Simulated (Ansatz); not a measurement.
A calculation with Ansatz (development build ahead of 0.2.0).

```yaml
crystal:
  periodic: [false, false, false]
  atoms:
    - { symbol: S, position_ang: [0.0, 0.0, 1.28444] }
    - { symbol: C, position_ang: [0.0, 1.33386, -0.00332] }
    - { symbol: C, position_ang: [0.0, -1.33386, -0.00332] }
    - { symbol: C, position_ang: [0.0, 0.76898, -1.37112] }
    - { symbol: C, position_ang: [0.0, -0.76898, -1.37112] }
    - { symbol: H, position_ang: [0.0, 2.46602, 0.31659] }
    - { symbol: H, position_ang: [0.0, -2.46602, 0.31659] }
    - { symbol: H, position_ang: [0.0, 1.43159, -2.34548] }
    - { symbol: H, position_ang: [0.0, -1.43159, -2.34548] }
basis:
  gaussian: { orbitals: cc-pVDZ }
hamiltonian:
  xc: hf
correlation:
  method: mp2
  frozen_orbitals: { C: 1, H: 0, S: 5 }
```

The input is written out in the form of the current development build from the run's settings.

Output:

| Item | Value |
| --- | --- |
| Converged | yes |
| Reference energy | -551.24239 hartree |
| Correlation energy | -0.68812 hartree |
| Total energy | -551.93051 hartree |
| Spin squared of the determinant | 0.000 |

Caution: in another basis set an unrestricted determinant lies well below.
